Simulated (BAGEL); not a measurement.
**HF/3-21G (density fitting with cc-pvqz-jkfit) run of AlH (SMILES [AlH])**

What is the vertical ionisation energy of AlH at HF/3-21G (density fitting with cc-pvqz-jkfit)? 

The calculation is run with BAGEL 1.2.2.

4 further runs of the same task are left out: 4 set aside as unsound or not needed.

## 1. Starting point

AlH: 2 atoms, total charge 0, spin state singlet. SMILES: `[AlH]`. The shape is that of a PBE0-D4/def2-TZVP optimisation.

Bond lengths: Al1–H2 1.665 Å.

## 2. A single-point energy at HF/3-21G (density fitting with cc-pvqz-jkfit)

File hf.json:

```json
{ "bagel": [

{
  "title": "molecule",
  "basis": "3-21g",
  "df_basis": "cc-pvqz-jkfit",
  "angstrom": true,
  "geometry": [
    { "atom": "Al", "xyz": [       0.000000,       0.000000,      -0.025640 ] },
    { "atom": "H", "xyz": [       0.000000,       0.000000,       1.639110 ] }
  ]
},

{ "title": "hf" },

{ "title": "print", "file": "orbitals.molden", "orbitals": true }

]}
```

Launch:

```sh
$ BAGEL_NUM_THREADS=1 BAGEL hf.json > hf.out
```

The log of the run:

```text
* using 1 threads per process

  ===============================================================
  ===============================================================

  *** Geometry ***

  { "atom" : "Al", "xyz" : [      0.000000,      0.000000,     -0.048453 ] },
  { "atom" : "H", "xyz" : [      0.000000,      0.000000,      3.097469 ] },

  Number of auxiliary basis functions:      199

  Since a DF basis is specified, we compute 2- and 3-index integrals:
    o Being stored without compression. Storage requirement is 0.000 GB

  Number of basis functions:       15
  Number of electrons      :       14

    * METHOD: MOLECULE                             0.02

  *** RHF ***

  === Nuclear Repulsion ===
     4.1323344278

      * DIIS with orbital gradients will be used.

  === RHF iteration (3-21g) ===
      0       -241.11183305          0.01049753           0.00
      1       -241.12173413          0.00236307           0.00
      2       -241.12248369          0.00058124           0.00
      3       -241.12253914          0.00004503           0.00
      4       -241.12253986          0.00000728           0.00
      5       -241.12253988          0.00000043           0.00
      6       -241.12253988          0.00000006           0.00
      7       -241.12253988          0.00000001           0.00
    * SCF iteration converged.

    * Permanent dipole moment:
           (    0.000000,     0.000000,    -0.221692) a.u.

    * METHOD: HF                                   0.03

    * METHOD: PRINT                                0.00

  ===============================================================
```

It took 0.2 s on 1 thread of Arm Neoverse V2, shared host.

## 3. The doublet cation

File hf.json:

```json
{ "bagel": [

{
  "title": "molecule",
  "basis": "3-21g",
  "df_basis": "cc-pvqz-jkfit",
  "angstrom": "true",
  "geometry": [
    { "atom": "Al", "xyz": [       0.000000,       0.000000,      -0.025640 ] },
    { "atom": "H", "xyz": [       0.000000,       0.000000,       1.639110 ] }
  ]
},

{ "title": "uhf", "charge": 1, "nopen": 1 },

{ "title": "print", "file": "orbitals.molden", "orbitals": "true" }

]}
```

Launch:

```sh
$ BAGEL_NUM_THREADS=1 BAGEL hf.json > hf.out
```

The log of the run:

```text
* using 1 threads per process

  ===============================================================
  ===============================================================

  *** Geometry ***

  { "atom" : "Al", "xyz" : [      0.000000,      0.000000,     -0.048453 ] },
  { "atom" : "H", "xyz" : [      0.000000,      0.000000,      3.097469 ] },

  Number of auxiliary basis functions:      199

  Since a DF basis is specified, we compute 2- and 3-index integrals:
    o Being stored without compression. Storage requirement is 0.000 GB

  Number of basis functions:       15
  Number of electrons      :       14

    * METHOD: MOLECULE                             0.02

  *** Open-shell HF ***

  === Nuclear Repulsion ===
     4.1323344278

      * DIIS with orbital gradients will be used.

  === UHF iteration (3-21g) ===
      0       -240.83512188          0.01758317           0.00
      1       -240.85570269          0.00609699           0.00
      2       -240.85920425          0.00300948           0.00
      3       -240.86020797          0.00097773           0.00
      4       -240.86025668          0.00018985           0.00
      5       -240.86026509          0.00005253           0.00
      6       -240.86026870          0.00003309           0.00
      7       -240.86026939          0.00000500           0.00
      8       -240.86026943          0.00000198           0.00
      9       -240.86026944          0.00000023           0.00
     10       -240.86026944          0.00000006           0.00
     11       -240.86026944          0.00000000           0.00
    * SCF iteration converged.

    * S^2 (UHF) is 0.7854

    * Permanent dipole moment:
           (    0.000000,     0.000000,     0.316067) a.u.

    * METHOD: UHF                                  0.04

    * METHOD: PRINT                                0.00

  ===============================================================
```

It took 0.22 s on 1 thread of Arm Neoverse V2, shared host.

## 4. Summary of results

At HF/3-21G (density fitting with cc-pvqz-jkfit):

```
                                          quantity          value
                         singlet AlH: total energy  -241.12254 Eh
                        singlet AlH: dipole moment         0.56 D
                          singlet AlH: HOMO energy       -7.69 eV
                          singlet AlH: LUMO energy        0.84 eV
                        singlet AlH: HOMO–LUMO gap        8.53 eV
                      doublet cation: total energy  -240.86027 Eh
                              doublet cation: ⟨S²⟩          0.785
vertical ionisation energy (to the doublet cation)       7.137 eV
```

**Reading.** Removing an electron at fixed nuclei costs 7.14 eV (689 kJ/mol). −ε(HOMO) before ionisation, 7.69 eV, is 0.55 eV above this ionisation energy.
